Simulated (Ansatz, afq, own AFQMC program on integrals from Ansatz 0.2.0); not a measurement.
**Zr, triplet → Zr, quintet**

A free Zr atom.

E(quintet, charge +0) − E(triplet, charge +0) at this geometry, on UHF and UHF determinants.

Basis def2-TZVPP with its core potentials. Noble-gas cores (and the filled d shells of Ga–Kr and In–Xe) are frozen. AFQMC by an in-house program on the Cholesky factors that Ansatz 0.2.0 writes for its CCSD(T) run. ph-AFQMC/CISD is guided by a CISD state made of CCSD amplitudes; releasing the constraint for a short imaginary time cuts its bias at the price of noise, slowly where states lie close. Error bars are statistical, one sigma. No spin–orbit coupling. The metal's outer-core s and p shells are frozen, which shifts wave-function levels against functionals. The errors of all members are added in quadrature.

Full CI on the same integrals is exact in this basis and with this determinant's frozen core.

Errors are counted within def2-TZVPP, not against nature.

Cautions: no spin-orbit coupling; outer-core shells of the metal frozen; Zr (triplet): its ph-AFQMC/CISD value lies 29.0 ± 2.0 meV above full CI; Zr (quintet): another spin lies lower, the released energies have errors that jump between times, so the bars are unsure, so no released level is given (meV from the phaseless value at times in 1/Eh: -6.2 ± 1.5 at 0.60, -46 ± 34 at 1.20, 28 ± 28 at 2.00, -6 ± 5 at 3.00, -8 ± 7 at 4.20), though the last usable value meets full CI within the noise, the ph-AFQMC/CISD walk drifts between its halves (2.1 errors).

```tsv
level	vertical spin gap (kcal/mol)
MP2	11.2
CCSD	14.2
```

(1) From these cheaper values, estimate the vertical spin gap at the reference level in def2-TZVPP.

(1) 16.2 kcal/mol (full CI in def2-TZVPP).

| level | vertical spin gap (kcal/mol) | error against FCI (kcal/mol) |
| --- | --- | --- |
| HF | 0.1 | -16.1 |
| CCSD(T) | 15.5 | -0.6 |
| CCSDT | 16.1 | -0.1 |
| CCSDT(Q) | 16.2 | 0.0 |
| ph-AFQMC/CISD | 15.7 ± 0.06 | -0.4 ± 0.06 |

Correlation beyond CCSD(T) adds 0.6 kcal/mol. The perturbative (T) step is worth +1.4 kcal/mol.

CCSDT and higher add their correlation energy to the determinant of the CCSD(T) run, since their own runs factorise the integrals more tightly (a shift of under 2 meV). A walk keeps the symmetry of its determinant, which the program's search chose and which needn't be the lowest solution, so a lower state of the same spin and another symmetry isn't excluded.
